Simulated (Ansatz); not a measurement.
A nudged elastic band was laid between two geometries of H5NSi (7 atoms, charge 0, multiplicity 1).

Method: Ansatz, RKS B3LYP/6-31G*.

- movable images: 5
- climbing image: yes
- spring: 5.0 eV/Å²
- optimiser: quadratic models (default)
- start path: through a guess of the saddle point
- force threshold: 0.05 eV/Å
- iteration limit: 60
- end points: relaxed

Image 0:

```xyz
7
Properties=species:S:1:pos:R:3
Si 0.167 0.068 0.111
H 0.153 0.055 1.607
H 1.592 0.123 -0.312
N -0.669 1.373 -0.675
H -1.680 1.407 -0.617
H -0.285 2.309 -0.606
H -0.456 -1.205 -0.339
```

Image 6:

```xyz
7
Properties=species:S:1:pos:R:3
Si -0.150 0.165 -1.395
H 1.589 -0.590 2.048
H 2.164 -0.288 1.686
N -1.076 1.558 -0.972
H -1.865 1.593 -0.335
H -0.867 2.472 -1.359
H -0.972 -0.780 -0.506
```

(1) What changes between the two ends?

(2) What energy profile does the band end with?

(3) What is the geometry of the highest image?

The band took 19 iterations and roughly 60 core-seconds.

Answers

(1) Bonds broken: Si1–H2, Si1–H3. Bonds formed: H2–H3. H5NSi becomes H2 + H3NSi.

(2) The run converged. The highest image is number 2 of 0 to 6, 64.8 kcal/mol above the first end and 28.3 kcal/mol above the last; the last end lies 36.5 kcal/mol above the first. Neighbouring images differ by up to 2.6 eV, so the band resolves the path poorly. A vibrational analysis at the climbing image gives one clearly imaginary mode, 1314i cm⁻¹: a first-order saddle point. The orbitals stay closed-shell, which can raise the energy where a bond breaks towards radicals; this wasn't checked here.

| image | path coordinate (Å) | energy (kcal/mol) | Si1–H2 (Å) | Si1–H3 (Å) | H2–H3 (Å) |
| --- | --- | --- | --- | --- | --- |
| 0 | 0.00 | 0.0 | 1.50 | 1.49 | 2.40 |
| 1 | 1.01 | 4.5 | 1.48 | 1.47 | 2.19 |
| 2 | 2.03 | 64.8 | 1.71 | 1.54 | 1.14 |
| 3 | 2.72 | 42.6 | 2.32 | 2.16 | 0.76 |
| 4 | 3.42 | 37.4 | 2.95 | 2.87 | 0.74 |
| 5 | 4.12 | 36.6 | 3.44 | 3.44 | 0.74 |
| 6 | 4.82 | 36.5 | 3.93 | 3.88 | 0.74 |

(3) 
```xyz
7
Properties=species:S:1:pos:R:3
Si 0.324 0.089 -0.500
H 0.369 -0.128 1.192
H 1.342 0.115 0.650
N -0.757 1.428 -0.614
H -1.575 1.575 -0.039
H -0.487 2.257 -1.123
H -0.393 -1.207 -0.397
```

Run time: 58 s on 1 thread of Intel(R) Xeon(R) 6975P-C (Granite Rapids) (shared host), peak memory 0.11 GiB.
